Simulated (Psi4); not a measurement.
Reaction (SMILES): P#N (N-P) + 3 [H][H] (H2) → N (NH3) + P (PH3)
B3LYP-D3(BJ)/def2-TZVP geometries, fixed; electronic energies without zero-point terms.

Basis-set convergence of the energy of full hydrogenation at PBE0 with Psi4. All functions are spherical. Density fitting with the program's default auxiliary sets. Psi4's default fitting sets serve the pcseg sets less well. No added dispersion term, no relativity. Functions are those of the species that has most. Reference: the value in aug-cc-pV(Q+d)Z, -80.62 kcal/mol, itself unsure by roughly 0.17 kcal/mol (its mean distance from cc-pV(5+d)Z, def2-QZVPPD, def2-QZVPP). Deviations are taken from unrounded values.

```tsv
basis	functions	energy of full hydrogenation (kcal/mol)	minus reference (kcal/mol)
3-21G	22	-71.65	8.98
6-311++G(2d,2p)	65	-81.79	-1.16
def2-TZVP	68	-79.08	1.54
pcseg-2	76	-81.36	-0.74
def2-TZVPPD	99	-81.18	-0.56
6-311++G(3df,3pd)	101	-80.84	-0.21
aug-pcseg-2	119	-81.29	-0.66
def2-QZVPP	160	-80.41	0.21
def2-QZVPPD	175	-80.53	0.09
```

The smallest set listed that lies within 2 kcal/mol of the reference with all its larger relatives (same family, alike in diffuse functions; a set with none counts only in the reference's own line) is 6-311++G(2d,2p) (65 functions, -1.16 kcal/mol off). (Relatives not listed, tested too: def2-TZVPP -0.06, def2-QZVP 0.21, pcseg-3 -0.04, aug-pcseg-3 0.08, pcseg-4 0.14 kcal/mol.)
